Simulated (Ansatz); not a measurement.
**[CH$_{3}$···H···Br], doublet: the ladder up to UCCSDT(Q)**

Geometry: a point of a hydrogen-transfer path between rigid fragments, not a stationary point.

```xyz
6

C    -2.8060    0.0000    0.0000
H    -3.1692    1.0273    0.0000
H    -3.1692   -0.5137    0.8897
H    -3.1692   -0.5137   -0.8897
H    -1.6090    0.0000    0.0000
Br    0.5620    0.0000    0.0000
```

Basis cc-pVDZ; Ansatz 0.2.0. Correlated methods freeze the noble-gas cores and the filled d shells of p-block atoms, which leaves 15 electrons in 46 orbitals. R marks a restricted (for open shells ROHF) determinant, U an unrestricted one. Active spaces: pair = (3e, 3o) about the gap; valence = (15e, 12o) chosen from the atoms' valence shells. No spin–orbit coupling is included, and no scalar relativity.

Full CI isn't at hand for all of this; UCCSDT(Q) serves as the reference, and is uncertain by about the last step of the cluster series. The frozen core follows each run's orbitals, which can shift R against U totals by a few meV for light atoms and by up to 0.1 eV past Ca.

```
UHF ⟨S²⟩                          : 0.760
T1 diagnostic (RCCSD)             : 0.0119
largest doubles amplitude (RCCSD) : 0.040
T1 diagnostic (UCCSD)             : 0.0079
```

```csv
level,E − E(RHF) (eV)
UHF,-0.1081
UMP2,-7.1794
UCCSD,-8.1999
UCCSD(T),-8.3440
```

Problem. Estimate how far UCCSDT(Q) in cc-pVDZ lies from UCCSD(T). The table doesn't fix it; the size of (T) and the diagnostics are the guide.

Solution. UCCSDT(Q) in cc-pVDZ lies 2.5 kJ/mol below UCCSD(T), which is 18 % of the (T) step (-13.9 kJ/mol). The diagnostics are small and one determinant leads, so the series closes fast and only a small part of (T) is left.

The other levels:

```csv
level,E − E(UCCSDT(Q)) (kJ/mol),share of correlation (%),wall time
UCCSDT,0.9,99.89,–
```

The correlation energy at UCCSDT(Q), counted from RHF, is -8.370 eV. That run took 9.5 s on 2 threads of AMD EPYC 7R13 with a shared H100 80 GB, shared host.

Run but not shown, since their state or frozen core can't be matched to the reference's or they repeat it: RHF, RMP2, CISD, RCCSD, RCCSD(T), BCCD(T), RCCSDT, RCCSDT(Q), CASSCF (pair space), NEVPT2 (pair space), MRCISD (pair space), MRCISD+Q (pair space), CASSCF (valence space), NEVPT2 (valence space), MRCISD (valence space), MRCISD+Q (valence space).

Times hold each run's SCF and search for its determinant on a shared host, so for small cases they say little of a method's own cost; they ran on 1 thread of AMD EPYC 7R13.

Natural occupations of CASSCF (valence space) about the gap: 1.984 1.978 1.978 1.973 1.001 0.026 0.021 0.021 0.020; effectively unpaired electrons, Σ n²(2−n)², 1.02.
